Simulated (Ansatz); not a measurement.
Geometry optimisation, Ansatz, RKS r2SCAN/def2-SVP.

Input file:

```yaml
crystal:
  periodic: [false, false, false]
  atoms:
    - { symbol: C, position_ang: [-0.9596, 0.414, 0.3906] }
    - { symbol: C, position_ang: [0.3325, -0.0354, -0.1367] }
    - { symbol: O, position_ang: [0.878, -0.9245, 0.7737] }
    - { symbol: O, position_ang: [1.2926, 1.065, -0.2668] }
    - { symbol: S, position_ang: [0.1492, -0.8479, -1.7526] }
    - { symbol: H, position_ang: [-0.8828, 0.9818, 1.3421] }
    - { symbol: H, position_ang: [-1.4358, 1.1912, -0.2962] }
    - { symbol: H, position_ang: [-1.6683, -0.351, 0.5403] }
    - { symbol: H, position_ang: [0.9935, -0.3948, 1.6499] }
    - { symbol: H, position_ang: [1.05948, 1.59282, 0.44327] }
    - { symbol: H, position_ang: [-0.3959, -1.9636, -1.2149] }
basis:
  gaussian: { orbitals: def2-SVP }
hamiltonian:
  xc: r2scan
relax:
  f_tol: 0.015
  max_steps: 40
```

Command:

```bash
$ ansatz run input.yaml --threads 2 --pin off --max-ram 3072MiB --backend cpu --events-out ev --progress --plain --runs-dir out
```

Problem. Where does it end, and by what steps?

Solution. The forces met the threshold. After 17 steps the energy has fallen by 0.613 eV; H10 moved furthest, 0.91 Å.

```csv
step,energy less start (eV),largest force component (eV/Å),accepted
0,0.0000,3.874,yes
1,-0.4528,1.246,yes
2,-0.5130,0.507,yes
3,-0.5135,0.333,yes
4,-0.5227,0.177,yes
5,-0.5296,0.135,yes
6,-0.5396,0.117,yes
7,-0.4469,2.280,no
8,-0.5516,0.367,yes
9,-0.5542,0.935,yes
10,-0.5877,0.260,yes
11,-0.6028,0.132,yes
12,-0.5907,0.494,no
13,-0.6099,0.130,yes
14,-0.6114,0.212,yes
15,-0.6087,0.177,no
16,-0.6118,0.247,yes
17,-0.6131,0.012,yes
```

```xyz
11
Properties=species:S:1:pos:R:3
C -1.001 0.421 0.465
C 0.394 -0.054 0.066
O 0.874 -1.020 0.936
O 1.313 1.002 0.070
S 0.391 -0.779 -1.654
H -0.946 0.881 1.467
H -1.395 1.163 -0.246
H -1.698 -0.427 0.508
H 1.119 -0.550 1.749
H 0.942 1.729 -0.450
H -0.629 -1.639 -1.438
```

The run took 20 s on 2 threads of AMD EPYC 9R45 96-Core Processor (Zen 5) (shared host), peak memory 0.17 GiB.
